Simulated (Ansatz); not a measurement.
A geometry relaxed with B3LYP-D3(BJ)/def2-TZVP run with Ansatz (a program for electronic structure), charge 0, multiplicity 2:

```xyz
4

H      1.4074    -0.1003    -0.1169
Si     0.0008     0.0005     0.3412
H     -0.6174     1.2690    -0.1140
H     -0.7908    -1.1692    -0.1103
```

Task: Write the SMILES of this molecule.

Result: `[SiH3]`
